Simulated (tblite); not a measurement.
Compound: C₄H₉Cl.
Geometry (GFN2-xTB, Å), atoms numbered from 1 in this order:
```
atom  x, y, z in Å
C1    -1.9544   -0.0879   -0.2720
C2    -0.4804   -0.0564   -0.6570
C3     0.4182    0.0465    0.5753
C4     1.8843    0.0817    0.1796
Cl5    2.9249    0.1998    1.6256
H6    -2.1653   -0.9436    0.3649
H7    -2.5774   -0.1579   -1.1601
H8    -2.2259    0.8160    0.2683
H9    -0.2290   -0.9625   -1.2128
H10   -0.2946    0.7976   -1.3121
H11    0.2404   -0.8086    1.2304
H12    0.1730    0.9529    1.1325
H13    2.1082    0.9504   -0.4402
H14    2.1775   -0.8283   -0.3446
```

Method: GFN2-xTB as coded in tblite; computed harmonic values from a numerical Hessian at the method's own geometry, unscaled. This tight-binding method is rough: wavenumbers can miss measured ones by several per cent, in bad cases by 10 to 20. One conformer, not necessarily the lowest.

Harmonic wavenumbers (cm⁻¹): 91.4, 105.4, 156.3, 234.5, 325.1, 393.1, 740.1, 774.4, 819.2, 935.4, 940.8, 1067.8, 1074.3, 1102.1, 1123.4, 1207.3, 1228.3, 1258.8, 1275.1, 1302.2, 1360.2, 1416.1, 1446.7, 1489.9, 1496.5, 1501.7, 1504.5, 2966.9, 2972.9, 2977.1, 2982.2, 2988.5, 2994.3, 3037.5, 3039.7, 3043.9.

A = 16834, B = 1337, C = 1278 MHz; mass 92.039 u (most abundant isotopes); point group Cs, symmetry number 1.

Zero-point energy?

½Σν̃ = 26687 cm⁻¹ = 76.30 kcal/mol.

Entropy at 273.15 K, 1 bar (ideal gas, RRHO, classical rotation)?

Translation 39.06, rotation 26.55, vibration 13.78: S = 79.4 cal/(mol K).

And Cp and H(273.15 K) − H(0)?

Cp = 22.69 cal/(mol K), of which vibrations give 14.74 (their classical limit is 36 R = 71.5); H(273.15 K) − H(0) = 4.22 kcal/mol without the zero-point energy, 2.05 from vibrations.

Blend soft modes into free rotors: weight 1/[1 + (100 cm⁻¹/ν̃)⁴] for the oscillator and the rest for a rotor with moment μB/(μ + B), μ = h/(8π²ν), B = 10⁻⁴⁴ kg m². What vibrational entropy results?

13.22 cal/(mol K) in place of 13.78, which changes −T·S at 273.15 K by +0.15 kcal/mol.

What must be added to the electronic energy to get the Gibbs energy at 273.15 K and 1 bar?

ZPE + [H(273.15 K) − H(0)] − T·S = 76.30 + 4.22 − 21.69 = 58.83 kcal/mol.

Hindered rotation and anharmonicity are outside this model. Other conformers, if any are populated, would add a mixing term that is left out.

Run on one thread, Arm Neoverse V2 (shared host). The figure is for the frequency step alone.
